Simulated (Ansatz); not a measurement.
# SiH3F (triplet): from Hartree-Fock to the top rungs, cc-pVTZ

How much of the correlation energy of SiH3F (triplet) does each wave-function method recover here?

Computed with Ansatz 0.2.0, Gaussian basis. Level: cc-pVTZ, core rule «outside noble gas», up to 6 orbitals frozen.

The runs, in order: UHF; CCSD(T) on ROHF; CCSD(T) on UHF; BCCD(T) on ROHF; CCSDT(Q) on ROHF; CCSDT(Q) on UHF.

## (1) The geometry

The geometry is a PBE0/def2-TZVP stationary point (not a proven minimum) of the parent state, kept for this charge and spin.

5 atoms, charge 0, spin multiplicity 3.

Atoms are counted from 1 here; the program's logs count them from 0.

Bond lengths: Si1–F2 1.600 Å, Si1–H3 1.482 Å, Si1–H4 1.482 Å, Si1–H5 1.482 Å. Angles: F2–Si1–H3 108.3°, F2–Si1–H4 108.3°, F2–Si1–H5 108.3°, H3–Si1–H4 110.6°, H3–Si1–H5 110.6°, H4–Si1–H5 110.6°.

In the tables R marks a restricted open-shell determinant and U an unrestricted one; correlation energies count from the lowest restricted Hartree-Fock solution.

## (2) UHF

Contents of in.yaml:

```yaml
crystal:
  periodic: [false, false, false]
  atoms:
    - {symbol: Si, position_ang: [-0.578455, -0.004376, 0.002820]}
    - {symbol: F, position_ang: [1.021345, 0.007727, -0.004979]}
    - {symbol: H, position_ang: [-1.054923, 1.398642, 0.006171]}
    - {symbol: H, position_ang: [-1.033025, -0.712062, 1.222673]}
    - {symbol: H, position_ang: [-1.044915, -0.710281, -1.213571]}
basis:
  gaussian: {orbitals: cc-pVTZ}
magnetization: {spin_polarized: true, initial_magnetization: 2}
hamiltonian: {xc: hf}
output: {orbitals: {seedname: orbitals}}
```

On the command line:

```console
> ansatz run in.yaml --threads 1 --pin off --events-out ev --progress --plain --max-ram 4096MiB --backend cpu
```

After this run come: CCSD(T) on ROHF; CCSD(T) on UHF; BCCD(T) on ROHF; CCSDT(Q) on ROHF; CCSDT(Q) on UHF.

Q: Predict the results of all the runs planned. Wanted: correlation energy, UCCSDT(Q); RMP2 from UCCSDT(Q); UMP2 from UCCSDT(Q); RCCSD from UCCSDT(Q); RCCSD(T) from UCCSDT(Q); UCCSD(T) from UCCSDT(Q); RCCSDT(Q) from UCCSDT(Q); T1 diagnostic.

As calculated:

| quantity | value |
| --- | --- |
| correlation energy, UCCSDT(Q) | -11.5738 eV |
| RMP2 from UCCSDT(Q) | +1026.5 meV |
| UMP2 from UCCSDT(Q) | +1099.5 meV |
| RCCSD from UCCSDT(Q) | +463.1 meV |
| RCCSD(T) from UCCSDT(Q) | +53.0 meV |
| UCCSD(T) from UCCSDT(Q) | +54.5 meV |
| RCCSDT(Q) from UCCSDT(Q) | +7.3 meV |
| levels of the table within 1 kcal/mol (43 meV) | RCCSDT, UCCSDT, RCCSDT(Q) |
| T1 diagnostic | 0.034 |

What this shows: RCCSD(T) misses by +53.0 meV, 0.5 % of the correlation energy. Coupled cluster took another determinant than the lowest Hartree-Fock one. These misses are within one basis, not against nature; the frozen cores of restricted and unrestricted runs differ, which can shift their rows.
